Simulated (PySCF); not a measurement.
C₂HFN₂S.
InChI=1S/C2HFN2S/c3-2-4-1-6-5-2/h1H

The calculation used TDDFT PBE0/def2-SVPD, vertical, gas phase, core orbitals frozen in the response (PySCF). Geometry: PBE0-D3(BJ)/def2-SVP; no solvent, vibrations or thermal averaging.

Relations used (vacuum, state to state): A = 0.6670 f ν̃² s⁻¹ (ν̃ in cm⁻¹); τ = 1/A; f = (2/3) ΔE |μ|² in atomic units; ∫σ dE = 109.76 f Mb·eV.

Only emission to the ground state at the vertical energy is counted.

Energies and rates of the computed singlets with f of 0.002 or more:

| state | λ (nm) | A (s⁻¹) |
| --- | --- | --- |
| S2 | 215.7 | 1.26×10⁸ |
| S5 | 181.0 | 9.76×10⁷ |
| S6 | 179.9 | 3.22×10⁷ |
| S8 | 161.3 | 2.16×10⁷ |
| S9 | 160.9 | 8.30×10⁷ |
| S10 | 160.4 | 6.92×10⁶ |

Task: Which f and |μ| stand behind these rates?

Result: f = A / (0.6670 ν̃²), and |μ| follows from f:

```csv
state,f,|μ| (D),τ,"main configurations (H = HOMO, L = LUMO)"
S2,0.088,2.01,7.9 ns,H→L (91%)
S5,0.048,1.36,10 ns,"H-2→L (60%), H-1→L+1 (32%)"
S6,0.016,0.77,31 ns,"H-1→L+1 (61%), H-2→L (29%)"
S8,0.0084,0.54,46 ns,H-3→L+1 (84%)
S9,0.032,1.05,12 ns,H→L+3 (95%)
S10,0.0027,0.30,140 ns,H-1→L+2 (98%)
```

Task: Suppose S2 emitted 0.3 eV lower with the same transition dipole. How would A change?

Result: At fixed |μ|, A goes as the cube of the energy: (5.45/5.75)³ = 0.85, which makes τ about 9.3 ns.

Task: Which computed singlets stay under f = 0.002?

Result: S1 (5.36 eV, f 0.0011), S3 (5.92 eV, f 0.0008), S4 (6.40 eV, f 0.0011) and S7 (7.29 eV, f 0.0003).

Task: How much energy does a mole of photons resonant with S2 carry?

Result: 5.749 eV × 96.485 = 555 kJ/mol (133 kcal/mol).

The vertical ionisation energy (ΔSCF) is 10.56 eV, 2.83 eV above S10.

The run took 40 s on one thread of an x86-64 server, no GPU, shared host.
